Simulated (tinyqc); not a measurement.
Worked calculation (part 1 of 2): ROHF in the sto-6g basis, for NH, spin multiplicity 3. Computed by tinyqc, a small Python program that keeps every step (integrals from PySCF). Settings: charge = 0, multiplicity = 3, basis = sto-6g, energy threshold = 1e-10, iteration cap = 54, orthogonalisation = symmetric, start = Wolfsberg-Helmholz matrix, DIIS depth = 4, method = ROHF. Command: `OMP_NUM_THREADS=1 python tinyqc.py 23465 23466 out.jsonl` (the two numbers bound the seeds that draw the settings). One thread of a shared host (Intel(R) Xeon(R) Processor @ 2.60GHz), about 0.1 s of CPU time with the checks. Later iterations appear only in the table of the cycle.

## One-electron integrals

Geometry (angstrom):
```
atom,x,y,z
N,0.000000,0.000000,0.000000
H,0.000000,0.000000,1.210000
```

Basis sto-6g: exponents (1/bohr^2) and contraction coefficients of normalised primitives:
```
element,l (shell),exponent,coefficient
N,s (1),1027.828458,0.009164
N,s (1),188.451223,0.049361
N,s (1),52.721861,0.168538
N,s (1),18.111382,0.370563
N,s (1),7.033180,0.416492
N,s (1),2.896652,0.130334
N,s (2),39.198808,-0.013253
N,s (2),7.758467,-0.046992
N,s (2),2.411326,-0.033785
N,s (2),0.927724,0.250242
N,s (2),0.402911,0.595117
N,s (2),0.184684,0.240706
N,p (3),39.198808,0.003760
N,p (3),7.758467,0.037679
N,p (3),2.411326,0.173897
N,p (3),0.927724,0.418036
N,p (3),0.402911,0.425860
N,p (3),0.184684,0.101708
H,s (1),35.523221,0.009164
H,s (1),6.513144,0.049361
H,s (1),1.822143,0.168538
H,s (1),0.625955,0.370563
H,s (1),0.243077,0.416492
H,s (1),0.100112,0.130334
```

Overlap, kinetic and nuclear-attraction integrals over the contracted functions; the nuclear repulsion is the sum of Za Zb / Rab.

nuclear repulsion = 3.06135577 hartree

overlap S, lower triangle:
```
,1N 1s,1N 2s,1N 2px,1N 2py,1N 2pz,2H 1s
1N 1s,1.000000
1N 2s,0.229416,1.000000
1N 2px,0.000000,0.000000,1.000000
1N 2py,0.000000,0.000000,0.000000,1.000000
1N 2pz,0.000000,0.000000,0.000000,0.000000,1.000000
2H 1s,0.038241,0.380890,0.000000,0.000000,0.365575,1.000000
```

kinetic energy T (hartree), lower triangle:
```
,1N 1s,1N 2s,1N 2px,1N 2py,1N 2pz,2H 1s
1N 1s,22.236411
1N 2s,-0.678745,0.632900
1N 2px,0.000000,0.000000,1.901294
1N 2py,0.000000,0.000000,0.000000,1.901294
1N 2pz,0.000000,0.000000,0.000000,0.000000,1.901294
2H 1s,-0.007762,0.056448,0.000000,0.000000,0.166166,0.768522
```

nuclear attraction V (hartree), lower triangle:
```
,1N 1s,1N 2s,1N 2px,1N 2py,1N 2pz,2H 1s
1N 1s,-47.110815
1N 2s,-4.747388,-7.259249
1N 2px,0.000000,0.000000,-7.229588
1N 2py,0.000000,0.000000,0.000000,-7.229588
1N 2pz,-0.011727,-0.135610,0.000000,0.000000,-7.317651
2H 1s,-0.903848,-2.167683,0.000000,0.000000,-1.906439,-4.260452
```

core Hamiltonian H = T + V (hartree), lower triangle:
```
,1N 1s,1N 2s,1N 2px,1N 2py,1N 2pz,2H 1s
1N 1s,-24.874404
1N 2s,-5.426133,-6.626349
1N 2px,0.000000,0.000000,-5.328294
1N 2py,0.000000,0.000000,0.000000,-5.328294
1N 2pz,-0.011727,-0.135610,0.000000,0.000000,-5.416357
2H 1s,-0.911610,-2.111235,0.000000,0.000000,-1.740273,-3.491930
```

## Two-electron integrals

Functions are numbered as in S; the eight-fold symmetry (ij|kl) = (ji|kl) = (kl|ij) leaves the list below.

Two-electron integrals (ij|kl) in chemists' order, unique and non-zero (hartree):
```
i,j,k,l,(ij|kl)
1,1,1,1,4.168742
2,1,1,1,0.583648
2,1,2,1,0.104114
2,2,1,1,0.968487
2,2,2,1,0.214450
2,2,2,2,0.708398
3,1,3,1,0.022075
3,2,3,1,0.033611
3,2,3,2,0.156576
3,3,1,1,0.968488
3,3,2,1,0.214450
3,3,2,2,0.708398
3,3,3,3,0.763241
4,1,4,1,0.022075
4,2,4,1,0.033611
4,2,4,2,0.156576
4,3,4,3,0.041133
4,4,1,1,0.968488
4,4,2,1,0.214450
4,4,2,2,0.708398
4,4,3,3,0.680975
4,4,4,4,0.763241
5,1,5,1,0.022075
5,2,5,1,0.033611
5,2,5,2,0.156576
5,3,5,3,0.041133
5,4,5,4,0.041133
5,5,1,1,0.968488
5,5,2,1,0.214450
5,5,2,2,0.708398
5,5,3,3,0.680975
5,5,4,4,0.680975
5,5,5,5,0.763241
6,1,1,1,0.103351
6,1,2,1,0.017690
6,1,2,2,0.035710
6,1,3,3,0.035612
6,1,4,4,0.035612
6,1,5,1,0.000994
6,1,5,2,0.001955
6,1,5,5,0.035905
6,1,6,1,0.003075
6,2,1,1,0.268122
6,2,2,1,0.060270
6,2,2,2,0.222062
6,2,3,3,0.217459
6,2,4,4,0.217459
6,2,5,1,0.005423
6,2,5,2,0.040926
6,2,5,5,0.231268
6,2,6,1,0.010405
6,2,6,2,0.091896
6,3,3,1,0.006299
6,3,3,2,0.035930
6,3,5,3,0.008081
6,3,6,3,0.011579
6,4,4,1,0.006299
6,4,4,2,0.035930
6,4,5,4,0.008081
6,4,6,4,0.011579
6,5,1,1,0.220617
6,5,2,1,0.050245
6,5,2,2,0.196714
6,5,3,3,0.187526
6,5,4,4,0.187526
6,5,5,1,0.010152
6,5,5,2,0.069227
6,5,5,5,0.215089
6,5,6,1,0.009041
6,5,6,2,0.097669
6,5,6,5,0.113694
6,6,1,1,0.431251
6,6,2,1,0.098707
6,6,2,2,0.416020
6,6,3,3,0.397296
6,6,4,4,0.397296
6,6,5,1,0.010635
6,6,5,2,0.110690
6,6,5,5,0.453466
6,6,6,1,0.017215
6,6,6,2,0.224970
6,6,6,5,0.267327
6,6,6,6,0.774999
```

## Orthogonalisation

S = U s U^T; symmetric (Loewdin) form X = U s^(-1/2) U^T, so that X^T S X = 1.

eigenvalues of S: 0.455156  0.837158  1.000000  1.000000  1.139541  1.568145

X, lower triangle:
```
,1N 1s,1N 2s,1N 2px,1N 2py,1N 2pz,2H 1s
1N 1s,1.021329
1N 2s,-0.125635,1.092419
1N 2px,0.000000,0.000000,1.000000
1N 2py,0.000000,0.000000,0.000000,1.000000
1N 2pz,-0.006545,0.067575,0.000000,0.000000,1.063524
2H 1s,0.018957,-0.237672,0.000000,0.000000,-0.224173,1.133245
```

## Starting guess

The start is the generalised Wolfsberg-Helmholz matrix (K = 1.75) built on H; D(s) = C_occ C_occ^T for each spin.

D(alpha) at the start, lower triangle:
```
,1N 1s,1N 2s,1N 2px,1N 2py,1N 2pz,2H 1s
1N 1s,1.041051
1N 2s,-0.175993,0.780675
1N 2px,0.000000,0.000000,1.000000
1N 2py,0.000000,0.000000,0.000000,1.000000
1N 2pz,0.053320,-0.213038,0.000000,0.000000,0.837812
2H 1s,-0.079292,0.237994,0.000000,0.000000,0.152923,0.134169
```

D(beta) at the start, lower triangle:
```
,1N 1s,1N 2s,1N 2px,1N 2py,1N 2pz,2H 1s
1N 1s,1.041051
1N 2s,-0.175993,0.780675
1N 2px,0.000000,0.000000,0.000000
1N 2py,0.000000,0.000000,0.000000,0.000000
1N 2pz,0.053320,-0.213038,0.000000,0.000000,0.837812
2H 1s,-0.079292,0.237994,0.000000,0.000000,0.152923,0.134169
```

## Iteration 1: building the Fock matrix

J_ij = sum D_kl (ij|kl) with D = D(alpha) + D(beta), K_ij = sum D_kl (ik|jl) for each spin; F = H + J - K(s); E = tr D H + tr D J / 2 - 0.5 sum_s tr D(s) K(s) + E_nn.

Coulomb J (hartree), lower triangle:
```
,1N 1s,1N 2s,1N 2px,1N 2py,1N 2pz,2H 1s
1N 1s,13.813957
1N 2s,2.373979,6.007416
1N 2px,0.000000,0.000000,5.973894
1N 2py,0.000000,0.000000,0.000000,5.973894
1N 2pz,-0.010022,-0.015869,0.000000,0.000000,6.074461
2H 1s,0.407501,1.855558,0.000000,0.000000,1.641138,3.520537
```

exchange K(alpha) (hartree), lower triangle:
```
,1N 1s,1N 2s,1N 2px,1N 2py,1N 2pz,2H 1s
1N 1s,4.271108
1N 2s,0.684339,1.151254
1N 2px,0.000000,0.000000,0.992349
1N 2py,0.000000,0.000000,0.000000,0.992349
1N 2pz,0.003078,-0.059846,0.000000,0.000000,0.967483
2H 1s,0.122251,0.431177,0.000000,0.000000,0.337119,0.439136
```

exchange K(beta) (hartree), lower triangle:
```
,1N 1s,1N 2s,1N 2px,1N 2py,1N 2pz,2H 1s
1N 1s,4.226958
1N 2s,0.617117,0.838103
1N 2px,0.000000,0.000000,0.187975
1N 2py,0.000000,0.000000,0.000000,0.187975
1N 2pz,0.003078,-0.059846,0.000000,0.000000,0.885217
2H 1s,0.109654,0.359316,0.000000,0.000000,0.320957,0.415978
```

F(alpha) (hartree), lower triangle:
```
,1N 1s,1N 2s,1N 2px,1N 2py,1N 2pz,2H 1s
1N 1s,-15.331555
1N 2s,-3.736494,-1.770187
1N 2px,0.000000,0.000000,-0.346749
1N 2py,0.000000,0.000000,0.000000,-0.346749
1N 2pz,-0.024828,-0.091633,0.000000,0.000000,-0.309380
2H 1s,-0.626360,-0.686853,0.000000,0.000000,-0.436254,-0.410529
```

F(beta) (hartree), lower triangle:
```
,1N 1s,1N 2s,1N 2px,1N 2py,1N 2pz,2H 1s
1N 1s,-15.287406
1N 2s,-3.669271,-1.457036
1N 2px,0.000000,0.000000,0.457625
1N 2py,0.000000,0.000000,0.000000,0.457625
1N 2pz,-0.024828,-0.091633,0.000000,0.000000,-0.227114
2H 1s,-0.613763,-0.614992,0.000000,0.000000,-0.420091,-0.387371
```

total energy of this density = -54.59340692 hartree

## Iteration 1: Roothaan effective Fock matrix

With projectors Pc = D(beta) S, Po = (D(alpha) - D(beta)) S, Pv = 1 - D(alpha) S, the block xy is Px^T F Py; with Fc = (F(alpha) + F(beta))/2, the blocks are Fc for cc, oo, vv and cv, F(beta) for co and F(alpha) for ov.

effective F (hartree), lower triangle:
```
,1N 1s,1N 2s,1N 2px,1N 2py,1N 2pz,2H 1s
1N 1s,-15.309480
1N 2s,-3.702882,-1.613611
1N 2px,0.000000,0.000000,0.055438
1N 2py,0.000000,0.000000,0.000000,0.055438
1N 2pz,-0.024828,-0.091633,0.000000,0.000000,-0.268247
2H 1s,-0.620062,-0.650923,0.000000,0.000000,-0.428173,-0.398950
```

## Iteration 1: diagonalisation and new density

Diagonalise F' = X^T F X, C = X C', fill 5 alpha and 3 beta electrons from the bottom; D(s) = C_occ C_occ^T. Each column has its largest component positive (the first on a tie).

F' = X^T F X (hartree), lower triangle:
```
,1,2,3,4,5,6
1,-15.065491
2,-1.884452,-0.873022
3,0.000000,0.000000,0.055438
4,0.000000,0.000000,0.000000,0.055438
5,-0.040080,0.048267,0.000000,0.000000,-0.118967
6,-0.060221,-0.404262,0.000000,0.000000,-0.408230,-0.057120
```

orbital energies (hartree): MO1 -15.312354, MO2 -0.859639, MO3 -0.369671, MO4 0.055438, MO5 0.055438, MO6 0.427064

coefficients C:
```
,MO1,MO2,MO3,MO4,MO5,MO6
1N 1s,0.996526,-0.207895,0.119759,0.000000,0.000000,0.093127
1N 2s,0.015410,0.798610,-0.567943,0.000000,0.000000,-0.556456
1N 2px,0.000000,0.000000,0.000000,0.346001,0.938234,0.000000
1N 2py,0.000000,0.000000,0.000000,0.938234,-0.346001,0.000000
1N 2pz,0.003163,0.180588,0.700117,0.000000,0.000000,-0.814347
2H 1s,-0.004145,0.340453,0.409778,0.000000,0.000000,1.052380
```

D(alpha) after iteration 1, lower triangle:
```
,1N 1s,1N 2s,1N 2px,1N 2py,1N 2pz,2H 1s
1N 1s,1.050627
1N 2s,-0.218688,0.960576
1N 2px,0.000000,0.000000,1.000000
1N 2py,0.000000,0.000000,0.000000,1.000000
1N 2pz,0.049454,-0.253358,0.000000,0.000000,0.522786
2H 1s,-0.025834,0.039095,0.000000,0.000000,0.348361,0.283843
```

D(beta) after iteration 1, lower triangle:
```
,1N 1s,1N 2s,1N 2px,1N 2py,1N 2pz,2H 1s
1N 1s,1.050627
1N 2s,-0.218688,0.960576
1N 2px,0.000000,0.000000,0.000000
1N 2py,0.000000,0.000000,0.000000,0.000000
1N 2pz,0.049454,-0.253358,0.000000,0.000000,0.522786
2H 1s,-0.025834,0.039095,0.000000,0.000000,0.348361,0.283843
```

Within a degenerate level the vectors are fixed only up to a rotation; this is one choice.

## Iteration 2: building the Fock matrix

As before.

Coulomb J (hartree), lower triangle:
```
,1N 1s,1N 2s,1N 2px,1N 2py,1N 2pz,2H 1s
1N 1s,13.642726
1N 2s,2.334079,5.907175
1N 2px,0.000000,0.000000,5.881784
1N 2py,0.000000,0.000000,0.000000,5.881784
1N 2pz,-0.008767,0.013470,0.000000,0.000000,5.957958
2H 1s,0.400955,1.850713,0.000000,0.000000,1.653853,3.623573
```

exchange K(alpha) (hartree), lower triangle:
```
,1N 1s,1N 2s,1N 2px,1N 2py,1N 2pz,2H 1s
1N 1s,4.277826
1N 2s,0.671313,1.159915
1N 2px,0.000000,0.000000,0.996173
1N 2py,0.000000,0.000000,0.000000,0.996173
1N 2pz,0.001065,-0.066625,0.000000,0.000000,0.827189
2H 1s,0.123519,0.414808,0.000000,0.000000,0.374589,0.543884
```

exchange K(beta) (hartree), lower triangle:
```
,1N 1s,1N 2s,1N 2px,1N 2py,1N 2pz,2H 1s
1N 1s,4.233676
1N 2s,0.604091,0.846763
1N 2px,0.000000,0.000000,0.191799
1N 2py,0.000000,0.000000,0.000000,0.191799
1N 2pz,0.001065,-0.066625,0.000000,0.000000,0.744923
2H 1s,0.110922,0.342947,0.000000,0.000000,0.358427,0.520725
```

F(alpha) (hartree), lower triangle:
```
,1N 1s,1N 2s,1N 2px,1N 2py,1N 2pz,2H 1s
1N 1s,-15.509504
1N 2s,-3.763367,-1.879089
1N 2px,0.000000,0.000000,-0.442683
1N 2py,0.000000,0.000000,0.000000,-0.442683
1N 2pz,-0.021559,-0.055516,0.000000,0.000000,-0.285589
2H 1s,-0.634174,-0.675330,0.000000,0.000000,-0.461010,-0.412240
```

F(beta) (hartree), lower triangle:
```
,1N 1s,1N 2s,1N 2px,1N 2py,1N 2pz,2H 1s
1N 1s,-15.465354
1N 2s,-3.696144,-1.565937
1N 2px,0.000000,0.000000,0.361691
1N 2py,0.000000,0.000000,0.000000,0.361691
1N 2pz,-0.021559,-0.055516,0.000000,0.000000,-0.203323
2H 1s,-0.621577,-0.603469,0.000000,0.000000,-0.444847,-0.389082
```

total energy of this density = -54.76428334 hartree

## Iteration 2: Roothaan effective Fock matrix

As before.

effective F (hartree), lower triangle:
```
,1N 1s,1N 2s,1N 2px,1N 2py,1N 2pz,2H 1s
1N 1s,-15.487429
1N 2s,-3.729756,-1.722513
1N 2px,0.000000,0.000000,-0.040496
1N 2py,0.000000,0.000000,0.000000,-0.040496
1N 2pz,-0.021559,-0.055516,0.000000,0.000000,-0.244456
2H 1s,-0.627876,-0.639399,0.000000,0.000000,-0.452928,-0.400661
```

## Iteration 2: DIIS over 2 matrices

error matrix X^T (FDS - SDF) X:
```
,1,2,3,4,5,6
1,0.000000,-0.007767,0.000000,0.000000,-0.025265,0.027045
2,0.007767,0.000000,0.000000,0.000000,0.088282,-0.069074
3,0.000000,0.000000,0.000000,0.000000,0.000000,0.000000
4,0.000000,0.000000,0.000000,0.000000,0.000000,0.000000
5,0.025265,-0.088282,0.000000,0.000000,0.000000,0.082723
6,-0.027045,0.069074,0.000000,0.000000,-0.082723,0.000000
```

B (overlaps of the stored error matrices):
```
,1,2
1,5.7493707e-01,1.2945454e-01
2,1.2945454e-01,4.1676209e-02
```

Minimise |sum c_i e_i|^2 with sum c_i = 1: solve [B -1; -1 0][c; lambda] = [0; -1] with B_ij = tr e_i^T e_j, and take F = sum c_i F_i.

DIIS coefficients: -0.245394  1.245394

extrapolated F (hartree), lower triangle:
```
,1N 1s,1N 2s,1N 2px,1N 2py,1N 2pz,2H 1s
1N 1s,-15.531096
1N 2s,-3.736350,-1.749237
1N 2px,0.000000,0.000000,-0.064038
1N 2py,0.000000,0.000000,0.000000,-0.064038
1N 2pz,-0.020757,-0.046653,0.000000,0.000000,-0.238617
2H 1s,-0.629793,-0.636571,0.000000,0.000000,-0.459003,-0.401081
```

## Iteration 2: diagonalisation and new density

As before.

F' = X^T F X (hartree), lower triangle:
```
,1,2,3,4,5,6
1,-15.290630
2,-1.872669,-1.029643
3,0.000000,0.000000,-0.064038
4,0.000000,0.000000,0.000000,-0.064038
5,-0.039605,0.096756,0.000000,0.000000,-0.065513
6,-0.072971,-0.365703,0.000000,0.000000,-0.461335,-0.053534
```

orbital energies (hartree): MO1 -15.533416, MO2 -0.939402, MO3 -0.452324, MO4 -0.064038, MO5 -0.064038, MO6 0.485823

coefficients C:
```
,MO1,MO2,MO3,MO4,MO5,MO6
1N 1s,0.996889,-0.226317,0.090848,0.000000,0.000000,0.077714
1N 2s,0.013773,0.897773,-0.472461,0.000000,0.000000,-0.490727
1N 2px,0.000000,0.000000,0.000000,0.004374,0.999990,0.000000
1N 2py,0.000000,0.000000,0.000000,0.999990,-0.004374,0.000000
1N 2pz,0.002528,0.091813,0.652346,0.000000,0.000000,-0.867153
2H 1s,-0.003321,0.234942,0.543401,0.000000,0.000000,1.020222
```

D(alpha) after iteration 2, lower triangle:
```
,1N 1s,1N 2s,1N 2px,1N 2py,1N 2pz,2H 1s
1N 1s,1.053260
1N 2s,-0.232373,1.029405
1N 2px,0.000000,0.000000,1.000000
1N 2py,0.000000,0.000000,0.000000,1.000000
1N 2pz,0.041006,-0.225747,0.000000,0.000000,0.433991
2H 1s,-0.007115,-0.045857,0.000000,0.000000,0.376048,0.350493
```

D(beta) after iteration 2, lower triangle:
```
,1N 1s,1N 2s,1N 2px,1N 2py,1N 2pz,2H 1s
1N 1s,1.053260
1N 2s,-0.232373,1.029405
1N 2px,0.000000,0.000000,0.000000
1N 2py,0.000000,0.000000,0.000000,0.000000
1N 2pz,0.041006,-0.225747,0.000000,0.000000,0.433991
2H 1s,-0.007115,-0.045857,0.000000,0.000000,0.376048,0.350493
```

Within a degenerate level the vectors are fixed only up to a rotation; this is one choice.

## Iteration 3: building the Fock matrix

As before.

Coulomb J (hartree), lower triangle:
```
,1N 1s,1N 2s,1N 2px,1N 2py,1N 2pz,2H 1s
1N 1s,13.592608
1N 2s,2.322458,5.876707
1N 2px,0.000000,0.000000,5.854229
1N 2py,0.000000,0.000000,0.000000,5.854229
1N 2pz,-0.005027,0.038288,0.000000,0.000000,5.921664
2H 1s,0.399244,1.853018,0.000000,0.000000,1.664164,3.666802
```

exchange K(alpha) (hartree), lower triangle:
```
,1N 1s,1N 2s,1N 2px,1N 2py,1N 2pz,2H 1s
1N 1s,4.279159
1N 2s,0.668042,1.162093
1N 2px,0.000000,0.000000,0.997786
1N 2py,0.000000,0.000000,0.000000,0.997786
1N 2pz,0.001138,-0.049153,0.000000,0.000000,0.777439
2H 1s,0.123345,0.408456,0.000000,0.000000,0.382305,0.573956
```

exchange K(beta) (hartree), lower triangle:
```
,1N 1s,1N 2s,1N 2px,1N 2py,1N 2pz,2H 1s
1N 1s,4.235009
1N 2s,0.600820,0.848942
1N 2px,0.000000,0.000000,0.193412
1N 2py,0.000000,0.000000,0.000000,0.193412
1N 2pz,0.001138,-0.049153,0.000000,0.000000,0.695173
2H 1s,0.110748,0.336595,0.000000,0.000000,0.366143,0.550798
```

F(alpha) (hartree), lower triangle:
```
,1N 1s,1N 2s,1N 2px,1N 2py,1N 2pz,2H 1s
1N 1s,-15.560954
1N 2s,-3.771717,-1.911735
1N 2px,0.000000,0.000000,-0.471851
1N 2py,0.000000,0.000000,0.000000,-0.471851
1N 2pz,-0.017892,-0.048169,0.000000,0.000000,-0.272132
2H 1s,-0.635712,-0.666673,0.000000,0.000000,-0.458415,-0.399084
```

F(beta) (hartree), lower triangle:
```
,1N 1s,1N 2s,1N 2px,1N 2py,1N 2pz,2H 1s
1N 1s,-15.516805
1N 2s,-3.704495,-1.598584
1N 2px,0.000000,0.000000,0.332523
1N 2py,0.000000,0.000000,0.000000,0.332523
1N 2pz,-0.017892,-0.048169,0.000000,0.000000,-0.189866
2H 1s,-0.623114,-0.594812,0.000000,0.000000,-0.442253,-0.375926
```

total energy of this density = -54.77761715 hartree

## Iteration 3: Roothaan effective Fock matrix

As before.

effective F (hartree), lower triangle:
```
,1N 1s,1N 2s,1N 2px,1N 2py,1N 2pz,2H 1s
1N 1s,-15.538880
1N 2s,-3.738106,-1.755159
1N 2px,0.000000,0.000000,-0.069664
1N 2py,0.000000,0.000000,0.000000,-0.069664
1N 2pz,-0.017892,-0.048169,0.000000,0.000000,-0.230999
2H 1s,-0.629413,-0.630742,0.000000,0.000000,-0.450334,-0.387505
```

## Iteration 3: DIIS over 3 matrices

error matrix X^T (FDS - SDF) X:
```
,1,2,3,4,5,6
1,0.000000,-0.000953,0.000000,0.000000,-0.003823,0.004498
2,0.000953,0.000000,0.000000,0.000000,0.012044,-0.015627
3,0.000000,0.000000,0.000000,0.000000,0.000000,0.000000
4,0.000000,0.000000,0.000000,0.000000,0.000000,0.000000
5,0.003823,-0.012044,0.000000,0.000000,0.000000,-0.005845
6,-0.004498,0.015627,0.000000,0.000000,0.005845,0.000000
```

B (overlaps of the stored error matrices), lower triangle:
```
,1,2,3
1,5.7493707e-01
2,1.2945454e-01,4.1676209e-02
3,7.5087521e-03,3.7697075e-03,9.1837736e-04
```

As before.

DIIS coefficients: 0.019820  -0.148674  1.128854

extrapolated F (hartree), lower triangle:
```
,1N 1s,1N 2s,1N 2px,1N 2py,1N 2pz,2H 1s
1N 1s,-15.541982
1N 2s,-3.738650,-1.757207
1N 2px,0.000000,0.000000,-0.071521
1N 2py,0.000000,0.000000,0.000000,-0.071521
1N 2pz,-0.017485,-0.047938,0.000000,0.000000,-0.229737
2H 1s,-0.629457,-0.629855,0.000000,0.000000,-0.449509,-0.385776
```

## Iteration 3: diagonalisation and new density

As before.

F' = X^T F X (hartree), lower triangle:
```
,1,2,3,4,5,6
1,-15.301583
2,-1.872320,-1.041808
3,0.000000,0.000000,-0.071521
4,0.000000,0.000000,0.000000,-0.071521
5,-0.035699,0.091425,0.000000,0.000000,-0.059695
6,-0.074009,-0.357672,0.000000,0.000000,-0.454015,-0.042457
```

orbital energies (hartree): MO1 -15.544286, MO2 -0.941936, MO3 -0.441044, MO4 -0.071521, MO5 -0.071521, MO6 0.481724

coefficients C:
```
,MO1,MO2,MO3,MO4,MO5,MO6
1N 1s,0.996894,-0.228520,0.087072,0.000000,0.000000,0.075489
1N 2s,0.013747,0.910261,-0.457083,0.000000,0.000000,-0.482214
1N 2px,0.000000,0.000000,0.000000,0.881677,-0.471853,0.000000
1N 2py,0.000000,0.000000,0.000000,0.471853,0.881677,0.000000
1N 2pz,0.002306,0.087612,0.652565,0.000000,0.000000,-0.867424
2H 1s,-0.003290,0.216405,0.549062,0.000000,0.000000,1.021291
```

D(alpha) after iteration 3, lower triangle:
```
,1N 1s,1N 2s,1N 2px,1N 2py,1N 2pz,2H 1s
1N 1s,1.053601
1N 2s,-0.234107,1.037689
1N 2px,0.000000,0.000000,1.000000
1N 2py,0.000000,0.000000,0.000000,1.000000
1N 2pz,0.039097,-0.218494,0.000000,0.000000,0.433522
2H 1s,-0.004925,-0.054027,0.000000,0.000000,0.377251,0.348312
```

D(beta) after iteration 3, lower triangle:
```
,1N 1s,1N 2s,1N 2px,1N 2py,1N 2pz,2H 1s
1N 1s,1.053601
1N 2s,-0.234107,1.037689
1N 2px,0.000000,0.000000,0.000000
1N 2py,0.000000,0.000000,0.000000,0.000000
1N 2pz,0.039097,-0.218494,0.000000,0.000000,0.433522
2H 1s,-0.004925,-0.054027,0.000000,0.000000,0.377251,0.348312
```

Within a degenerate level the vectors are fixed only up to a rotation; this is one choice.
